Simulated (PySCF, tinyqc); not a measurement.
Inside a calculation. Method: CIS and TDHF on RHF in the sto-3g basis, for HF, spin multiplicity 1. The lowest restricted solution is unstable here: a spin-polarised one lies 0.0231 hartree lower (PySCF). Computed by tinyqc, a small Python program that keeps every step (integrals from PySCF). Settings: charge = 0, multiplicity = 1, basis = sto-3g, method = RHF, energy threshold = 1e-10, iteration cap = 89, orthogonalisation = symmetric, start = Wolfsberg-Helmholz matrix, DIIS depth = 6, TDHF = 1. Command: `OMP_NUM_THREADS=1 python tinyqc.py 28732 28733 out.jsonl` (the two numbers bound the seeds that draw the settings). One thread of a shared host (Intel(R) Xeon(R) Processor @ 2.60GHz), about 0.07 s of CPU time with the checks. Later iterations appear only in the table of the cycle.

## One-electron integrals

Geometry (angstrom):
```
atom,x,y,z
F,0.00000,0.00000,0.00000
H,0.00000,0.00000,1.37100
```

Basis sto-3g: exponents (1/bohr^2) and contraction coefficients of normalised primitives:
```
element,l (shell),exponent,coefficient
F,s (1),166.67913,0.15433
F,s (1),30.36081,0.53533
F,s (1),8.21682,0.44463
F,s (2),6.46480,-0.09997
F,s (2),1.50228,0.39951
F,s (2),0.48859,0.70012
F,p (3),6.46480,0.15592
F,p (3),1.50228,0.60768
F,p (3),0.48859,0.39196
H,s (1),3.42525,0.15433
H,s (1),0.62391,0.53533
H,s (1),0.16886,0.44463
```

Overlap, kinetic and nuclear-attraction integrals over the contracted functions; the nuclear repulsion is the sum of Za Zb / Rab.

nuclear repulsion = 3.4738110 hartree

overlap S:
```
,1F 1s,1F 2s,1F 2px,1F 2py,1F 2pz,2H 1s
1F 1s,1.00000,0.23799,0.00000,0.00000,0.00000,0.01699
1F 2s,0.23799,1.00000,0.00000,0.00000,0.00000,0.20831
1F 2px,0.00000,0.00000,1.00000,0.00000,0.00000,0.00000
1F 2py,0.00000,0.00000,0.00000,1.00000,0.00000,0.00000
1F 2pz,0.00000,0.00000,0.00000,0.00000,1.00000,0.18908
2H 1s,0.01699,0.20831,0.00000,0.00000,0.18908,1.00000
```

kinetic energy T (hartree):
```
,1F 1s,1F 2s,1F 2px,1F 2py,1F 2pz,2H 1s
1F 1s,36.98458,-0.21286,0.00000,0.00000,0.00000,-0.00552
1F 2s,-0.21286,1.03800,0.00000,0.00000,0.00000,-0.00433
1F 2px,0.00000,0.00000,3.24801,0.00000,0.00000,0.00000
1F 2py,0.00000,0.00000,0.00000,3.24801,0.00000,0.00000
1F 2pz,0.00000,0.00000,0.00000,0.00000,3.24801,0.04440
2H 1s,-0.00552,-0.00433,0.00000,0.00000,0.04440,0.76003
```

nuclear attraction V (hartree):
```
,1F 1s,1F 2s,1F 2px,1F 2py,1F 2pz,2H 1s
1F 1s,-77.39556,-9.26867,0.00000,0.00000,-0.00674,-0.67756
1F 2s,-9.26867,-11.92712,0.00000,0.00000,-0.08416,-1.71516
1F 2px,0.00000,0.00000,-11.82149,0.00000,0.00000,0.00000
1F 2py,0.00000,0.00000,0.00000,-11.82149,0.00000,0.00000
1F 2pz,-0.00674,-0.08416,0.00000,0.00000,-11.86108,-1.31461
2H 1s,-0.67756,-1.71516,0.00000,0.00000,-1.31461,-4.67620
```

core Hamiltonian H = T + V (hartree):
```
,1F 1s,1F 2s,1F 2px,1F 2py,1F 2pz,2H 1s
1F 1s,-40.41098,-9.48153,0.00000,0.00000,-0.00674,-0.68308
1F 2s,-9.48153,-10.88912,0.00000,0.00000,-0.08416,-1.71949
1F 2px,0.00000,0.00000,-8.57347,0.00000,0.00000,0.00000
1F 2py,0.00000,0.00000,0.00000,-8.57347,0.00000,0.00000
1F 2pz,-0.00674,-0.08416,0.00000,0.00000,-8.61307,-1.27021
2H 1s,-0.68308,-1.71949,0.00000,0.00000,-1.27021,-3.91617
```

## Two-electron integrals

Functions are numbered as in S; the eight-fold symmetry (ij|kl) = (ji|kl) = (kl|ij) leaves the list below.

Two-electron integrals (ij|kl) in chemists' order, unique and non-zero (hartree):
```
i,j,k,l,(ij|kl)
1,1,1,1,5.40350
2,1,1,1,0.84192
2,1,2,1,0.15630
2,2,1,1,1.26803
2,2,2,1,0.29234
2,2,2,2,0.92617
3,1,3,1,0.02800
3,2,3,1,0.04317
3,2,3,2,0.20459
3,3,1,1,1.26450
3,3,2,1,0.29240
3,3,2,2,0.92596
3,3,3,3,0.99751
4,1,4,1,0.02800
4,2,4,1,0.04317
4,2,4,2,0.20459
4,3,4,3,0.05377
4,4,1,1,1.26450
4,4,2,1,0.29240
4,4,2,2,0.92596
4,4,3,3,0.88997
4,4,4,4,0.99751
5,1,5,1,0.02800
5,2,5,1,0.04317
5,2,5,2,0.20459
5,3,5,3,0.05377
5,4,5,4,0.05377
5,5,1,1,1.26450
5,5,2,1,0.29240
5,5,2,2,0.92596
5,5,3,3,0.88997
5,5,4,4,0.88997
5,5,5,5,0.99751
6,1,1,1,0.06082
6,1,2,1,0.01120
6,1,2,2,0.02086
6,1,3,3,0.02083
6,1,4,4,0.02083
6,1,5,1,0.00043
6,1,5,2,0.00081
6,1,5,5,0.02092
6,1,6,1,0.00081
6,2,1,1,0.17551
6,2,2,1,0.04110
6,2,2,2,0.14806
6,2,3,3,0.14585
6,2,4,4,0.14585
6,2,5,1,0.00274
6,2,5,2,0.02278
6,2,5,5,0.15232
6,2,6,1,0.00299
6,2,6,2,0.03084
6,3,3,1,0.00404
6,3,3,2,0.02496
6,3,5,3,0.00462
6,3,6,3,0.00432
6,4,4,1,0.00404
6,4,4,2,0.02496
6,4,5,4,0.00462
6,4,6,4,0.00432
6,5,1,1,0.12864
6,5,2,1,0.03048
6,5,2,2,0.11776
6,5,3,3,0.11301
6,5,4,4,0.11301
6,5,5,1,0.00577
6,5,5,2,0.04168
6,5,5,5,0.12712
6,5,6,1,0.00229
6,5,6,2,0.03026
6,5,6,5,0.03387
6,6,1,1,0.38321
6,6,2,1,0.09115
6,6,2,2,0.37967
6,6,3,3,0.36924
6,6,4,4,0.36924
6,6,5,1,0.00640
6,6,5,2,0.07646
6,6,5,5,0.40028
6,6,6,1,0.00664
6,6,6,2,0.10885
6,6,6,5,0.12550
6,6,6,6,0.77461
```

## Orthogonalisation

S = U s U^T; symmetric (Loewdin) form X = U s^(-1/2) U^T, so that X^T S X = 1.

eigenvalues of S: 0.66359  0.86086  1.00000  1.00000  1.12257  1.35298

X:
```
,1F 1s,1F 2s,1F 2px,1F 2py,1F 2pz,2H 1s
1F 1s,1.02246,-0.12561,0.00000,0.00000,-0.00194,0.01133
1F 2s,-0.12561,1.04038,0.00000,0.00000,0.01611,-0.11215
1F 2px,0.00000,0.00000,1.00000,0.00000,0.00000,0.00000
1F 2py,0.00000,0.00000,0.00000,1.00000,0.00000,0.00000
1F 2pz,-0.00194,0.01611,0.00000,0.00000,1.01424,-0.09958
2H 1s,0.01133,-0.11215,0.00000,0.00000,-0.09958,1.03182
```

## Starting guess

The start is the generalised Wolfsberg-Helmholz matrix (K = 1.75) built on H; D = 2 C_occ C_occ^T.

D at the start:
```
,1F 1s,1F 2s,1F 2px,1F 2py,1F 2pz,2H 1s
1F 1s,2.10927,-0.46019,0.00000,0.00000,0.03051,-0.09334
1F 2s,-0.46019,1.94786,0.00000,0.00000,-0.11315,0.29087
1F 2px,0.00000,0.00000,2.00000,0.00000,0.00000,0.00000
1F 2py,0.00000,0.00000,0.00000,2.00000,0.00000,0.00000
1F 2pz,0.03051,-0.11315,0.00000,0.00000,1.92865,0.15054
2H 1s,-0.09334,0.29087,0.00000,0.00000,0.15054,0.05833
```

## Iteration 1: building the Fock matrix

J_ij = sum D_kl (ij|kl), K_ij = sum D_kl (ik|jl); F = H + J - 0.5 K; E = tr D H + tr D J / 2 - 0.25 tr D K + E_nn.

Coulomb J (hartree):
```
,1F 1s,1F 2s,1F 2px,1F 2py,1F 2pz,2H 1s
1F 1s,20.74110,3.97129,0.00000,0.00000,-0.00444,0.28477
1F 2s,3.97129,9.83911,0.00000,0.00000,-0.01355,1.52580
1F 2px,0.00000,0.00000,9.82963,0.00000,0.00000,0.00000
1F 2py,0.00000,0.00000,0.00000,9.82963,0.00000,0.00000
1F 2pz,-0.00444,-0.01355,0.00000,0.00000,9.83176,1.19547
2H 1s,0.28477,1.52580,0.00000,0.00000,1.19547,3.84102
```

exchange K (hartree):
```
,1F 1s,1F 2s,1F 2px,1F 2py,1F 2pz,2H 1s
1F 1s,11.08831,1.94705,0.00000,0.00000,0.00267,0.14310
1F 2s,1.94705,3.16470,0.00000,0.00000,-0.04894,0.58182
1F 2px,0.00000,0.00000,2.63951,0.00000,0.00000,0.00000
1F 2py,0.00000,0.00000,0.00000,2.63951,0.00000,0.00000
1F 2pz,0.00267,-0.04894,0.00000,0.00000,2.62019,0.38906
2H 1s,0.14310,0.58182,0.00000,0.00000,0.38906,0.27995
```

Fock matrix F (hartree):
```
,1F 1s,1F 2s,1F 2px,1F 2py,1F 2pz,2H 1s
1F 1s,-25.21404,-6.48376,0.00000,0.00000,-0.01251,-0.46986
1F 2s,-6.48376,-2.63236,0.00000,0.00000,-0.07324,-0.48461
1F 2px,0.00000,0.00000,-0.06360,0.00000,0.00000,0.00000
1F 2py,0.00000,0.00000,0.00000,-0.06360,0.00000,0.00000
1F 2pz,-0.01251,-0.07324,0.00000,0.00000,-0.09140,-0.26927
2H 1s,-0.46986,-0.48461,0.00000,0.00000,-0.26927,-0.21512
```

total energy of this density = -98.0949980 hartree

## Iteration 1: diagonalisation and new density

Diagonalise F' = X^T F X, C = X C', fill 5 alpha and 5 beta electrons from the bottom; D = 2 C_occ C_occ^T. Each column has its largest component positive (the first on a tie).

F' = X^T F X (hartree):
```
,1,2,3,4,5,6
1,-24.74509,-3.37496,0.00000,0.00000,-0.01774,-0.01011
2,-3.37496,-1.45680,0.00000,0.00000,-0.02750,-0.26444
3,0.00000,0.00000,-0.06360,0.00000,0.00000,0.00000
4,0.00000,0.00000,0.00000,-0.06360,0.00000,0.00000
5,-0.01774,-0.02750,0.00000,0.00000,-0.04311,-0.25410
6,-0.01011,-0.26444,0.00000,0.00000,-0.25410,-0.09491
```

orbital energies (hartree): MO1 -25.22444, MO2 -1.05724, MO3 -0.26676, MO4 -0.06360, MO5 -0.06360, MO6 0.20853

coefficients C:
```
,MO1,MO2,MO3,MO4,MO5,MO6
1F 1s,0.99466,-0.25350,0.07482,0.00000,0.00000,0.04612
1F 2s,0.02173,0.96974,-0.33776,0.00000,0.00000,-0.23676
1F 2px,0.00000,0.00000,0.00000,0.99782,-0.06597,0.00000
1F 2py,0.00000,0.00000,0.00000,0.06597,0.99782,0.00000
1F 2pz,0.00104,0.08284,0.65212,0.00000,0.00000,-0.77894
2H 1s,-0.00269,0.17524,0.63137,0.00000,0.00000,0.81113
```

D after iteration 1:
```
,1F 1s,1F 2s,1F 2px,1F 2py,1F 2pz,2H 1s
1F 1s,2.11842,-0.49898,0.00000,0.00000,0.05766,0.00027
1F 2s,-0.49898,2.10992,0.00000,0.00000,-0.27982,-0.08675
1F 2px,0.00000,0.00000,2.00000,0.00000,0.00000,0.00000
1F 2py,0.00000,0.00000,0.00000,2.00000,0.00000,0.00000
1F 2pz,0.05766,-0.27982,0.00000,0.00000,0.86425,0.85248
2H 1s,0.00027,-0.08675,0.00000,0.00000,0.85248,0.85868
```

Within a degenerate level the vectors are fixed only up to a rotation; this is one choice.

## Iteration 6 (converged): orbitals

converged F (hartree):
```
,1F 1s,1F 2s,1F 2px,1F 2py,1F 2pz,2H 1s
1F 1s,-25.92298,-6.62626,0.00000,0.00000,-0.01258,-0.48375
1F 2s,-6.62626,-3.01308,0.00000,0.00000,-0.01047,-0.50411
1F 2px,0.00000,0.00000,-0.46491,0.00000,0.00000,0.00000
1F 2py,0.00000,0.00000,0.00000,-0.46491,0.00000,0.00000
1F 2pz,-0.01258,-0.01047,0.00000,0.00000,-0.18609,-0.37521
2H 1s,-0.48375,-0.50411,0.00000,0.00000,-0.37521,-0.22731
```

As before.

F' = X^T F X (hartree):
```
,1,2,3,4,5,6
1,-25.45587,-3.38717,0.00000,0.00000,-0.02589,-0.01827
2,-3.38717,-1.83635,0.00000,0.00000,0.04520,-0.25006
3,0.00000,0.00000,-0.46491,0.00000,0.00000,0.00000
4,0.00000,0.00000,0.00000,-0.46491,0.00000,0.00000
5,-0.02589,0.04520,0.00000,0.00000,-0.11722,-0.36230
6,-0.01827,-0.25006,0.00000,0.00000,-0.36230,-0.08597
```

orbital energies (hartree): MO1 -25.93213, MO2 -1.40601, MO3 -0.46491, MO4 -0.46491, MO5 -0.44560, MO6 0.28834

coefficients C:
```
,MO1,MO2,MO3,MO4,MO5,MO6
1F 1s,0.99504,-0.26032,0.00000,0.00000,0.04043,0.04287
1F 2s,0.02024,1.00851,0.00000,0.00000,-0.20438,-0.22746
1F 2px,0.00000,0.00000,-0.31591,0.94879,0.00000,0.00000
1F 2py,0.00000,0.00000,0.94879,0.31591,0.00000,0.00000
1F 2pz,0.00091,0.01317,0.00000,0.00000,0.68607,-0.75366
2H 1s,-0.00235,0.08039,0.00000,0.00000,0.61753,0.83634
```

D after iteration 6:
```
,1F 1s,1F 2s,1F 2px,1F 2py,1F 2pz,2H 1s
1F 1s,2.11900,-0.50132,0.00000,0.00000,0.05042,0.00340
1F 2s,-0.50132,2.11855,0.00000,0.00000,-0.25383,-0.09037
1F 2px,0.00000,0.00000,2.00000,0.00000,0.00000,0.00000
1F 2py,0.00000,0.00000,0.00000,2.00000,0.00000,0.00000
1F 2pz,0.05042,-0.25383,0.00000,0.00000,0.94174,0.84946
2H 1s,0.00340,-0.09037,0.00000,0.00000,0.84946,0.77563
```

Within a degenerate level the vectors are fixed only up to a rotation; this is one choice.

## Convergence

Stop when the energy changes by less than 1e-10 hartree and every element of the error matrix X^T (F D S - S D F) X is below 3e-06.

Course of the cycle:
```
iteration,E (hartree),change,largest element of the error matrix
1,-98.0949980,-,4.30e-01
2,-98.4593946,-3.64e-01,7.07e-02
3,-98.4626279,-3.23e-03,6.82e-03
4,-98.4626831,-5.52e-05,9.41e-04
5,-98.4626839,-8.16e-07,6.97e-06
6,-98.4626839,-5.25e-11,9.64e-08
```

PySCF RHF in the same basis = -98.4626839 hartree

Converged in 6 iterations.

## Populations, bond orders and dipole

Mulliken: Z minus the diagonal of D S on the atom; Loewdin: the same with S^(1/2) D S^(1/2); Mayer order: 2 sum_s sum (D(s) S)_ij (D(s) S)_ji over the two atoms.

Charges (e):
```
atom,Mulliken,Loewdin
1F,-0.08252,-0.07147
2H,0.08252,0.07147
```

Mayer bond orders:
```
pair,order
2-1,0.99319
```

dipole moment about the origin, x y z (debye): 0.00000  0.00000  0.94951

## Integrals over molecular orbitals

(pq|rs) = sum C_ip C_jq C_kr C_ls (ij|kl), one index at a time.

one-electron integrals over orbitals h = C^T H C (hartree):
```
,1,2,3,4,5,6
1,-40.39388,0.72721,0.00000,0.00000,-0.10607,-0.11754
2,0.72721,-9.11720,0.00000,0.00000,0.43425,0.65315
3,0.00000,0.00000,-8.57347,0.00000,0.00000,0.00000
4,0.00000,0.00000,0.00000,-8.57347,0.00000,0.00000
5,-0.10607,0.43425,0.00000,0.00000,-6.56491,2.38173
6,-0.11754,0.65315,0.00000,0.00000,2.38173,-5.90613
```

Two-electron integrals over orbitals (pq|rs), unique and non-zero (hartree):
```
p,q,r,s,(pq|rs)
1,1,1,1,5.36486
2,1,1,1,-0.52561
2,1,2,1,0.08115
2,2,1,1,1.24190
2,2,2,1,-0.02331
2,2,2,2,0.87960
3,1,3,1,0.02952
3,2,3,1,0.04032
3,2,3,2,0.19124
3,3,1,1,1.26403
3,3,2,1,-0.01524
3,3,2,2,0.89950
3,3,3,3,0.99751
4,1,4,1,0.02952
4,2,4,1,0.04032
4,2,4,2,0.19124
4,3,4,3,0.05377
4,4,1,1,1.26403
4,4,2,1,-0.01524
4,4,2,2,0.89950
4,4,3,3,0.88997
4,4,4,4,0.99751
5,1,1,1,0.08088
5,1,2,1,-0.01222
5,1,2,2,0.00487
5,1,3,3,0.00240
5,1,4,4,0.00240
5,1,5,1,0.01624
5,2,1,1,-0.10351
5,2,2,1,0.00400
5,2,2,2,-0.04514
5,2,3,3,-0.05801
5,2,4,4,-0.05801
5,2,5,1,0.02045
5,2,5,2,0.12605
5,3,3,1,-0.00564
5,3,3,2,-0.02292
5,3,5,3,0.03265
5,4,4,1,-0.00564
5,4,4,2,-0.02292
5,4,5,4,0.03265
5,5,1,1,0.85669
5,5,2,1,-0.00812
5,5,2,2,0.66972
5,5,3,3,0.65561
5,5,4,4,0.65561
5,5,5,1,-0.00141
5,5,5,2,-0.00812
5,5,5,5,0.65163
6,1,1,1,0.08667
6,1,2,1,-0.01377
6,1,2,2,0.00280
6,1,3,3,0.00258
6,1,4,4,0.00258
6,1,5,1,-0.01313
6,1,5,2,-0.02252
6,1,5,5,0.00413
6,1,6,1,0.01839
6,2,1,1,-0.12622
6,2,2,1,0.00350
6,2,2,2,-0.07025
6,2,3,3,-0.07030
6,2,4,4,-0.07030
6,2,5,1,-0.01990
6,2,5,2,-0.08351
6,2,5,5,-0.01976
6,2,6,1,0.01948
6,2,6,2,0.09128
6,3,3,1,-0.00572
6,3,3,2,-0.02357
6,3,5,3,-0.02382
6,3,6,3,0.02832
6,4,4,1,-0.00572
6,4,4,2,-0.02357
6,4,5,4,-0.02382
6,4,6,4,0.02832
6,5,1,1,-0.43954
6,5,2,1,0.00727
6,5,2,2,-0.25760
6,5,3,3,-0.26140
6,5,4,4,-0.26140
6,5,5,1,0.00124
6,5,5,2,0.07064
6,5,5,5,-0.08612
6,5,6,1,-0.00410
6,5,6,2,0.02932
6,5,6,5,0.24839
6,6,1,1,0.82055
6,6,2,1,-0.00873
6,6,2,2,0.62537
6,6,3,3,0.61184
6,6,4,4,0.61184
6,6,5,1,0.00848
6,6,5,2,0.03818
6,6,5,5,0.63499
6,6,6,1,-0.00624
6,6,6,2,-0.04767
6,6,6,5,-0.02946
6,6,6,6,0.65723
```

## CIS matrix, singlets

A(ia,jb) = (e_a - e_i) d_ij d_ab + 2 (ia|jb) - (ij|ab).

CIS matrix A, singlet (hartree):
```
,1>6,2>6,3>6,4>6,5>6
1>6,25.43669,0.04769,0.00000,0.00000,-0.01668
2>6,0.04769,1.25154,0.00000,0.00000,0.02046
3>6,0.00000,0.00000,0.19805,0.00000,0.00000
4>6,0.00000,0.00000,0.00000,0.19805,0.00000
5>6,-0.01668,0.02046,0.00000,0.00000,0.59574
```

## CIS singlet states

dipole integrals <i|r|a> (bohr):
```
,x,y,z
1>6,0.00000,0.00000,-0.04303
2>6,0.00000,0.00000,-0.11479
3>6,0.00569,-0.01708,0.00000
4>6,-0.01708,-0.00569,0.00000
5>6,0.00000,0.00000,1.31396
```

Diagonalise A (1 hartree = 27.211386 eV); each vector has its largest component positive (the first on a tie). The transition dipole is mu = sqrt2 sum c_ia <i|r|a>.

singlet excitation energies (eV): 5.38928  5.38928  16.19312  34.07093  692.17040

lowest vectors:
```
,state 1,state 2,state 3,state 4,state 5
1>6,0.00000,0.00000,0.00073,-0.00195,1.00000
2>6,0.00000,0.00000,-0.03120,0.99951,0.00197
3>6,-0.18669,0.98242,0.00000,0.00000,0.00000
4>6,0.98242,0.18669,0.00000,0.00000,0.00000
5>6,0.00000,0.00000,0.99951,0.03120,-0.00067
```

oscillator strengths 2/3 w |mu|^2: 0.00009  0.00009  1.37596  0.00905  0.06607

Within a degenerate level the vectors are fixed only up to a rotation; this is one choice.

## TDHF (RPA) singlet states

B(ia,jb) = 2 (ia|jb) - (ib|ja); the squared energies are the eigenvalues of (A - B)(A + B); 1 hartree = 27.211386 eV.

TDHF matrix B, singlet (hartree):
```
,1>6,2>6,3>6,4>6,5>6
1>6,0.01839,0.01948,0.00000,0.00000,-0.00410
2>6,0.01948,0.09128,0.00000,0.00000,0.02932
3>6,0.00000,0.00000,0.02832,0.00000,0.00000
4>6,0.00000,0.00000,0.00000,0.02832,0.00000
5>6,-0.00410,0.02932,0.00000,0.00000,0.24839
```

squared energies w^2 (hartree^2): 0.03842  0.03842  0.29253  1.55753  647.02932

TDHF energies from the positive w^2 (eV): 5.33388  5.33388  14.71767  33.96013  692.16980

## CIS matrix, triplets

A(ia,jb) = (e_a - e_i) d_ij d_ab - (ij|ab).

CIS matrix A, triplet (hartree):
```
,1>6,2>6,3>6,4>6,5>6
1>6,25.39992,0.00873,0.00000,0.00000,-0.00848
2>6,0.00873,1.06898,0.00000,0.00000,-0.03818
3>6,0.00000,0.00000,0.14140,0.00000,0.00000
4>6,0.00000,0.00000,0.00000,0.14140,0.00000
5>6,-0.00848,-0.03818,0.00000,0.00000,0.09895
```

## CIS triplet states

Diagonalise A (1 hartree = 27.211386 eV); each vector has its largest component positive (the first on a tie).

triplet excitation energies (eV): 2.65159  3.84780  3.84780  29.12917  691.16712

lowest vectors:
```
,state 1,state 2,state 3,state 4,state 5
1>6,0.00032,0.00000,0.00000,-0.00037,1.00000
2>6,0.03927,0.00000,0.00000,0.99923,0.00036
3>6,0.00000,-0.13475,0.99088,0.00000,0.00000
4>6,0.00000,0.99088,0.13475,0.00000,0.00000
5>6,0.99923,0.00000,0.00000,-0.03927,-0.00034
```

Within a degenerate level the vectors are fixed only up to a rotation; this is one choice.

## TDHF (RPA) triplet states

B(ia,jb) = - (ib|ja); the squared energies are the eigenvalues of (A - B)(A + B); 1 hartree = 27.211386 eV.

TDHF matrix B, triplet (hartree):
```
,1>6,2>6,3>6,4>6,5>6
1>6,-0.01839,-0.01948,0.00000,0.00000,0.00410
2>6,-0.01948,-0.09128,0.00000,0.00000,-0.02932
3>6,0.00000,0.00000,-0.02832,0.00000,0.00000
4>6,0.00000,0.00000,0.00000,-0.02832,0.00000
5>6,0.00410,-0.02932,0.00000,0.00000,-0.24839
```

squared energies w^2 (hartree^2): -0.05339  0.01919  0.01919  1.13703  645.15500

TDHF energies from the positive w^2 (eV): 3.76982  3.76982  29.01592  691.16653

A + B or A - B has a negative eigenvalue: the restricted solution is unstable towards a spin-polarised one, a negative w^2 means an imaginary energy, and the lowest roots have no physical meaning.
